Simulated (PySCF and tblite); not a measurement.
C5H10O, numbered as in [CH3:1][C:2]([CH3:3])([CH3:4])[CH:5]=[O:6].

Geometries GFN2-xTB; weights from PBE0-D3(BJ)/def2-TZVP (IEF-PCM, chloroform) energies and GFN2-xTB thermal corrections, with symmetry numbers and mirror pairs. Conformers within 3 kcal/mol (GFN2-xTB free energy) were kept, 10 at most. GIAO shieldings: mPW1PW91/pcSseg-1 (IEF-PCM, chloroform). Shifts are against TMS (¹H), TMS (¹³C) at the same level. Codes: tblite and PySCF.

Torsions listed: C1–C2–C5–O6.

| conformer | shape | weight % | dipole D |
| --- | --- | --- | --- |
| 1 | 0° | 100.0 | 3.40 |

Question: How do the computed shifts compare with measured ones?

Answer: 
| nucleus | signal | leading conformer | average | measured | medium |
| --- | --- | --- | --- | --- | --- |
| ¹H | H1/H3/H4 | 1.08 | 1.08 | 1.08 | not stated per compound (mostly CDCl3 or CCl4) |
| ¹³C | C1/C3/C4 | 24.8 | 24.8 | 23.4 | not stated per compound (mostly CDCl3 or CCl4) |
| ¹³C | C2 | 46.1 | 46.1 | 42.4 | not stated per compound (mostly CDCl3 or CCl4) |

Measured values: Pretsch, Buehlmann, Badertscher, Structure Determination of Organic Compounds, 4th ed. (2009). Mean difference for ¹³C: 2.55 ppm, scatter 1.15 ppm. The computed shifts are unscaled and lack vibrational corrections.
